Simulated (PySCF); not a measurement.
**Spin–spin coupling constants**

Geometry:
```tsv
atom	x (Å)	y (Å)	z (Å)
F1	-1.711	-0.391	-0.124
C2	-0.516	0.065	-0.408
F3	-0.456	0.676	-1.566
C4	0.524	-0.076	0.393
F5	0.465	-0.686	1.551
F6	1.719	0.381	0.109
```

Method: PBE0/pcJ-2//PBE0-D3(BJ)/def2-TZVP, PySCF 2.14.0 with density-fitted response routines; isolated molecule, single conformer, non-relativistic. Couplings are averaged over pairs made equivalent by symmetry, fast rotation or ring inversion, so a value needn't be that of the named pair in this geometry, while other rotamers aren't included; one pair stands for each set, and the list holds those of at least 0.8 Hz over up to four bonds. One-bond C–F couplings come out tens of Hz too large with common functionals.

Isotopes: 19F, 13C.

| pair | bonds | J (Hz) |
| --- | --- | --- |
| F1, C2 | 1 | -345.3 |
| C2, C4 | 1 | ? |
| F1, F3 | 2 | 50.7 |
| F1, C4 | 2 | ? |
| F1, F5 | 3 | 104.8 |
| F1, F6 | 3 | -139.8 |

Question: Estimate the withheld couplings, with signs.

Answer: 
- 1J(C2,C4) = 204.8 Hz (bond length 1.320 Å)
- 2J(F1,C4) = 55.8 Hz
